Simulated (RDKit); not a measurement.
RDKit input (MMFF94):

```python
from rdkit import Chem
from rdkit.Chem import AllChem, rdDetermineBonds

mol = Chem.MolFromXYZFile('mol.xyz')
rdDetermineBonds.DetermineBonds(mol, charge=-1)
print('SMILES', Chem.MolToSmiles(Chem.RemoveHs(mol)))
ff = AllChem.MMFFGetMoleculeForceField(mol, AllChem.MMFFGetMoleculeProperties(mol))
e0 = ff.CalcEnergy()
flag = ff.Minimize(maxIts=5000, forceTol=1e-5)
print(f'energy {e0:.4f} -> {ff.CalcEnergy():.4f} kcal/mol, converged: {flag == 0}')
print(Chem.MolToXYZBlock(mol))
```
mol.xyz:
```
6

C     -0.08701136    -1.63727742     0.02176407
C      0.65262971    -0.51621581     0.00122514
C      0.01484235     0.73074242    -0.00951478
H     -1.18730815    -1.67235484     0.03133492
H      0.38144000    -2.62489794     0.03057446
N     -0.38241372     1.83339395    -0.02039371
```

### Question
Which steric energies does it print, before and after the minimisation?

### Answer
111.81 and 0.87 kcal/mol. They count from the force field's own zero for this bonding and are no heats of formation.
